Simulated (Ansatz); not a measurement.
Program: Ansatz. Geometries: PBE0-D4/def2-TZVP. ΔE: electronic, gas phase. CCSD(T)/CBS adds triple-zeta CCSD(T) − MP2 to the extrapolated MP2 energy (def2 sets, frozen cores). This one scheme is used for every species, atoms too. Functionals use def2-TZVPP. No spin–orbit coupling; open shells (•) take unrestricted orbitals. Spin–orbit coupling would lower the free atoms: a little for C, F, O. Each species was taken in one conformer, which may not be the lowest.

`N=C(F)C=O` → 2 C• + F• + 2 H• + N• + O•  (atomization)

`N=C(F)C=O`:

```xyz
7

N    -0.238   -1.380   -0.143
C     0.125   -0.266    0.286
F     0.770   -0.059    1.430
C    -0.154    0.986   -0.494
O     0.172    2.074   -0.125
H     0.015   -2.143    0.484
H    -0.691    0.788   -1.438
```

(1) What is ΔE at CCSD(T)/CBS? (Estimate.)

(2) What do these levels give: BLYP-D4, r2SCAN-D4, r2SCAN0-D4, B2PLYP, SCS-MP2/def2-TZVPP, CCSD/CBS(def2)? (Best estimate.)

Largest T1 diagnostic among the species: 0.015.

Results:

(1) Ansatz gave: +2991.6 kJ/mol.

(2) The calculation gave: BLYP-D4 3069.4, r2SCAN-D4 3015.8, r2SCAN0-D4 2904.5, B2PLYP 2981.7, SCS-MP2/def2-TZVPP 2970.0, CCSD/CBS(def2) 2913.4 kJ/mol.

From r2SCAN to r2SCAN0 (25 % exact exchange), in def2-TZVPP and without D4, ΔE moves by −111.6 kJ/mol: exact exchange takes away binding that semilocal exchange gives to molecules. The D4 term adds +17.0 kJ/mol with B3LYP and +8.8 kJ/mol with PBE0; it sums over pairs of atoms, weighted by their polarisabilities, and B3LYP, whose exchange is more repulsive, gets the larger term.

B3LYP here is the variant with VWN-RPA as its local correlation; programs differ in this.

For atomizations the MP2-based limit and the directly extrapolated one differ by several kJ/mol either way, and by 10 to 25 for some Ge, Se and Sn compounds, so smaller differences from it don't rank the levels.
